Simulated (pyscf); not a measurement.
PySCF, gas phase, ωB97X-D3(BJ)/def2-SVP geometries.

**Question.** Estimate the classical barrier height and the reaction energy of H₂Ga–PH–GeH₃ + hydrogen (H₂) → H₂P–GeH₃ + gallane (GaH₃) at ωB97M-D3(BJ)/def2-TZVP. The step runs on the singlet surface, breaks Ga–P, H–H and forms H–P, Ga–H; take the separated reactants as zero.

**Answer.** ΔE‡ = 125.0 kJ/mol, ΔE = +31.7 kJ/mol. Zero-point energy shifts the barrier by +10.9 kJ/mol. It is a four-centre exchange, with an imaginary mode of 1330i cm⁻¹. On the product side the descent ends in a complex, 25.0 kJ/mol under the separated species and 95.5 kJ/mol under the saddle at ωB97X-D3(BJ)/def2-TZVP. At the saddle there is also a short Ga–H contact that neither side keeps. This is the saddle that the search found; another between the same sides may lie lower. Elements up to Kr have no core potential and no relativistic terms here.
